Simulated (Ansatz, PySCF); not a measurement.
Molecule: CHO$_{2}$, charge 0, multiplicity 2. It need not be the lowest isomer of its formula. SMILES: O=[C]O
Structure (B3LYP-D3(BJ)/def2-TZVP (Ansatz, a first-principles code) minimum search):
```xyz
4

O     -1.0465    -0.3887    -0.0006
C     -0.0138     0.4391     0.0046
O      1.1479     0.2237    -0.0014
H     -0.7282    -1.3146    -0.0112
```
Charge 0, spin multiplicity 2.

Quantity: atomisation energy (electronic, to ground-state atoms), in kcal/mol. Valence correlation only, unless marked. UHF or UKS for open shells. No spin-orbit coupling. No relativistic terms. The coupled-cluster limit lacks core correlation, which all-electron functionals hold. CBS(X,Y): correlation extrapolated as X^-3; Hartree-Fock from the larger set. The bracket is a focal-point correction in the basis named.

```tsv
level	program	atomisation energy (kcal/mol)
TPSS-D4/def2-TZVPD	PySCF + dftd4	395.9
PBE0/STO-3G	Ansatz	375.1
MN15-D3(BJ)/def2-TZVPD	PySCF + dftd3	398.3
wB97X-V/def2-TZVPD	Ansatz	394.6
MP2/aug-cc-pVTZ	Ansatz	402.1
CCSD/6-31G	Ansatz	290.5
RI-MP2/CBS(aug-cc-pVTZ,aug-cc-pVQZ)+[CCSD(T)-MP2]/aug-cc-pVTZ	Ansatz	393.6
```
